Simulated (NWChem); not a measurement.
Species: CH cation, singlet

```xyz
2

C      0.0000     0.0000    -0.1450
H      0.0000     0.0000     1.0022
```
Atoms are numbered in this order, from 1.

Results from NWChem. Pople sets run with spherical d functions. Low-valent species are run as closed-shell singlets; no triplet was tried in these runs. All runs use the structure optimised with PBE0/def2-SVP. B3LYP is NWChem's, with the RPA form of VWN correlation. GIAO values for the isolated, static molecule; σ is the absolute isotropic shielding, δ = σ(reference) − σ with the isolated reference molecule computed at the same levels (13C: tetramethylsilane, 1H: tetramethylsilane).

```csv
level,δ C1 (ppm),δ H2 (ppm)
PBE/pcSseg-1,1240.3,2.25
B3LYP/6-31G*,1149.3,5.29
PBE0/pcSseg-1,1320.7,1.34
```
